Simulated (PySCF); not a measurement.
C4H5F.
SMILES: `CC#CCF`

The closed-shell ground state was solved at several levels (PySCF, density fitting, gas phase, non-relativistic). Geometry: PBE0-D3(BJ)/def2-SVP; no solvent, vibrations or thermal averaging.

| level | basis functions | HOMO (eV) | LUMO (eV) | gap (eV) | dipole (D) |
| --- | --- | --- | --- | --- | --- |
| PBE0/def2-TZVP | 185 | -7.51 | 0.43 | 7.94 | 2.18 |
| PBE0/6-311+G(2d,p) | 165 | -7.54 | 0.19 | 7.73 | 2.28 |
| PBE0/cc-pVTZ | 220 | -7.47 | 0.52 | 7.99 | 2.14 |
| PBE0/aug-cc-pVDZ | 160 | -7.51 | -0.13 | 7.38 | 2.23 |
| PBE0/def2-SVP | 95 | -7.44 | 0.70 | 8.14 | 2.17 |
| wB97X-D/pcSseg-2 | 250 | -9.38 | 2.14 | 11.52 | 2.25 |
| B3LYP/pcJ-1 | 185 | -7.30 | 0.31 | 7.61 | 2.27 |
| B97-2/pcSseg-2 | 250 | -7.28 | 0.29 | 7.57 | 2.24 |
| PBE0/pcSseg-0 | 55 | -7.66 | 0.70 | 8.36 | 2.47 |

(1) Estimate the row for mPW1PW91/pcSseg-2, a basis of 250 functions; the other rows only guide the guess.

(2) Over all these levels, which gives the widest orbital gap and which the narrowest?

(3) How much does the basis alone move the frontier levels among the 6 PBE0 rows?

(4) How far do the dipole and the HOMO energy spread over the levels?

Answers

(1) HOMO -7.56 eV, LUMO 0.32 eV, gap 7.88 eV, dipole 2.26 D.

(2) wB97X-D/pcSseg-2 (range-separated hybrid) has the widest, 11.52 eV, and PBE0/aug-cc-pVDZ (global hybrid, 25 % exact exchange) the narrowest, 7.38 eV. Functional and basis both differ between the two, so the spread mixes both effects.

(3) The HOMO by 0.22 eV and the LUMO by 0.83 eV. By rising basis size (HOMO, LUMO in eV): pcSseg-0 -7.66, 0.70; def2-SVP -7.44, 0.70; aug-cc-pVDZ -7.51, -0.13; 6-311+G(2d,p) -7.54, 0.19; def2-TZVP -7.51, 0.43; cc-pVTZ -7.47, 0.52.

(4) The dipole runs from 2.14 to 2.47 D (mean 2.25 D) and the HOMO from -9.38 to -7.28 eV.
